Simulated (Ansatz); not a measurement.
Abridged output of a molecular run in Ansatz:

```
Functional definition: HF
516 factors; integrals over basis functions are off by at most 7.0e-4 eV
mean field evaluation 1: about -15720.5667 eV, gradient 4.7e0 eV
mean field evaluation 2: about -15720.7209 eV, gradient 4.8e0 eV
mean field evaluation 4: about -15721.0769 eV, gradient 6.0e-1 eV
mean field evaluation 8: about -15721.0872 eV, gradient 5.7e-3 eV
mean field evaluation 16: about -15721.0872 eV, gradient 8.0e-5 eV
mean field -15721.72409265 eV, -577.7627038376 hartree, gradient 6.5e-7 eV, S^2 2.015891; 13 other end points of the search recorded, 0 dependent functions left out
10 core orbitals not correlated: weight in the atoms' cores, before any rotation towards them, 1.000 or more for the frozen orbitals, at most 0.000 for the correlated occupied ones
reference -15721.72409265 eV, -577.7627038376 hartree; 5, 3 occupied and 31, 33 virtual orbitals, 516 factors
second order -3.48888938 eV of doubles, -0.00000000 eV of singles
cycle   1  -4.10616075 eV  change   -6.2e-1 eV  update   8.0e-2
cycle   2  -4.37900405 eV  change   -2.7e-1 eV  update   3.2e-2
cycle   3  -4.39616773 eV  change   -1.7e-2 eV  update   7.8e-3
cycle   4  -4.39756090 eV  change   -1.4e-3 eV  update   2.5e-3
cycle   5  -4.39773318 eV  change   -1.7e-4 eV  update   7.7e-4
cycle   6  -4.39757141 eV  change    1.6e-4 eV  update   2.1e-4
cycle   7  -4.39761463 eV  change   -4.3e-5 eV  update   6.3e-5
cycle   8  -4.39763200 eV  change   -1.7e-5 eV  update   2.4e-5
cycle   9  -4.39761905 eV  change    1.3e-5 eV  update   7.7e-6
cycle  10  -4.39762293 eV  change   -3.9e-6 eV  update   2.1e-6
perturbative correction -0.20380749 eV, -0.0074897871 hartree
Total energy: -15726.32552307 eV, -577.9318032864 hartree
Checks for a lower state left out: cluster_reference
```

Its atoms:

Z-matrix (Å, degrees):
```
Si
Si 1 2.255
```

Problem. Which basis set was used?
A. cc-pV(Q+d)Z
B. cc-pV(T+d)Z
C. def2-TZVPPD
D. cc-pV(D+d)Z

Solution. D. It gives 46 functions.

Problem. Write the keys of the input that set method, charge and spin (a neutral closed shell needs none for the last two).

Solution. 
```yaml
magnetization: {spin_polarized: true, initial_magnetization: 2}
correlation: {method: ccsd_t}
scf: {omitted_lower_state_checks: [cluster_reference]}
```
